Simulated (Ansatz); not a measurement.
**CHOSi+ (quintet): wave-function methods side by side, def2-QZVPP**

The task here is to estimate one member of a computed series from the others.

Program: Ansatz 0.2.0, Gaussian basis. Level of theory: def2-QZVPP, core rule «outside noble gas», up to 7 orbitals frozen. These are calculated values, not measurements.

The runs, in order: UHF; ROHF; CCSD(T) on UHF.

### The geometry

The geometry is a PBE0/def2-TZVP stationary point (not a proven minimum) of the parent state, kept for this charge and spin.

4 atoms, charge 1, spin multiplicity 5.

Atoms are counted from 1 here; the program's logs count them from 0.

Bond lengths: C1–Si2 1.820 Å, C1–H4 1.084 Å, Si2–O3 1.530 Å. Angles: Si2–C1–H4 150.6°, C1–Si2–O3 122.3°.

Set-up of the first run:

The input, in.yaml:

```yaml
crystal:
  periodic: [false, false, false]
  atoms:
    - {symbol: C, position_ang: [0.000000, -0.231556, 1.642911]}
    - {symbol: Si, position_ang: [0.000000, 0.419511, -0.056146]}
    - {symbol: O, position_ang: [0.000000, -0.495400, -1.281834]}
    - {symbol: H, position_ang: [0.000000, -1.066454, 2.334393]}
basis:
  gaussian: {orbitals: "def2-QZVPP.json"}
total_charge: 1
magnetization: {spin_polarized: true, initial_magnetization: 4}
hamiltonian: {xc: hf}
output: {orbitals: {seedname: orbitals}}
```

The run is started by

```console
> ansatz run in.yaml --threads 1 --pin off --events-out ev --progress --plain --max-ram 2393MiB
```

Among the steps run: UHF; ROHF; CCSD(T) on UHF.

One table of the session follows, with a row left open; its other results are not shown here.

| method | from UCCSD(T) (meV) |
| --- | --- |
| ROHF | +11679.6 |
| UHF | +11335.9 |
| UMP2 | +1267.1 |
| UCCSD | ? |
| UCCSD(T) | 0 |

Estimate the missing values for UCCSD.

**Answer.** from UCCSD(T) (meV): +413.0. In the column «from UCCSD(T) (meV)» it lies between UCCSD(T) (0) and UMP2 (+1267.1).
